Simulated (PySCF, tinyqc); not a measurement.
Inside a calculation. Method: CID on RHF in the sto-6g basis, frozen core, for LiH, spin multiplicity 1. The lowest restricted solution is unstable here: a spin-polarised one lies 0.0002 hartree lower (PySCF). One step of it, computed by the program tinyqc.

Question. CID: determinants and Hamiltonian. Slater-Condon rules over spin orbitals, with the nuclear repulsion and the energy of the frozen orbital added and E(HF) subtracted on the diagonal. Only determinants linked to the reference directly or through others are kept (one block of an abelian symmetry group), so some states are absent.

one-electron integrals dressed by the frozen orbital, h + 2 (pq|11) - (p1|1q) (hartree):
```
           2          3          4          5          6
2  -0.703002   0.055967   0.000000   0.000000  -0.111862
3   0.055967  -0.334042   0.000000   0.000000   0.069076
4   0.000000   0.000000  -0.314859   0.000000   0.000000
5   0.000000   0.000000   0.000000  -0.314859   0.000000
6  -0.111862   0.069076   0.000000   0.000000  -0.314658
```

energy of the frozen orbital, 2 h_11 + (11|11) = -7.73221267 hartree

Two-electron integrals over orbitals (pq|rs), unique and non-zero (hartree); the lowest 1 orbital is frozen and left out:
```
(22|22) 0.458685    (32|22) -0.055967   (32|32) 0.018587    (33|22) 0.212341
(33|32) 0.013305    (33|33) 0.331731    (42|42) 0.020927    (43|42) 0.019873
(43|43) 0.041652    (44|22) 0.247747    (44|32) 0.012210    (44|33) 0.280740
(44|44) 0.313125    (52|52) 0.020927    (53|52) 0.019873    (53|53) 0.041652
(54|54) 0.016875    (55|22) 0.247747    (55|32) 0.012210    (55|33) 0.280740
(55|44) 0.279374    (55|55) 0.313125    (62|22) 0.111862    (62|32) -0.041610
(62|33) -0.020118   (62|44) -0.035114   (62|55) -0.035114   (62|62) 0.131346
(63|22) -0.055343   (63|32) 0.014611    (63|33) 0.036374    (63|44) 0.006579
(63|55) 0.006579    (63|62) -0.036702   (63|63) 0.028807    (64|42) -0.018632
(64|43) -0.012529   (64|64) 0.019638    (65|52) -0.018632   (65|53) -0.012529
(65|65) 0.019638    (66|22) 0.429776    (66|32) -0.046403   (66|33) 0.238238
(66|44) 0.260680    (66|55) 0.260680    (66|62) 0.103048    (66|63) -0.044827
(66|66) 0.425840
```

nuclear repulsion = 0.76692349 hartree

Hartree-Fock energy = -7.91260781 hartree

Give: determinants; H - E(HF) between determinants.

Answer.

Occupation strings over the orbitals (2 doubly, a alpha, b beta, 0 empty; spin orbitals ordered 1a 1b 2a 2b ...): 220000 202000 20a00b 200200 200020 20b00a 200002

H - E(HF) between determinants (hartree):
```
         220000   202000   20a00b   200200   200020   20b00a   200002
220000   0.0000   0.0186  -0.0416   0.0209   0.0209   0.0416   0.1313
202000   0.0186   0.6110   0.1054   0.0417   0.0417  -0.1054   0.0288
20a00b  -0.0416   0.1054   0.5369  -0.0125  -0.0125  -0.0288   0.0242
200200   0.0209   0.0417  -0.0125   0.6307   0.0169   0.0125   0.0196
200020   0.0209   0.0417  -0.0125   0.0169   0.6307   0.0125   0.0196
20b00a   0.0416  -0.1054  -0.0288   0.0125   0.0125   0.5369  -0.0242
200002   0.1313   0.0288   0.0242   0.0196   0.0196  -0.0242   0.7438
```
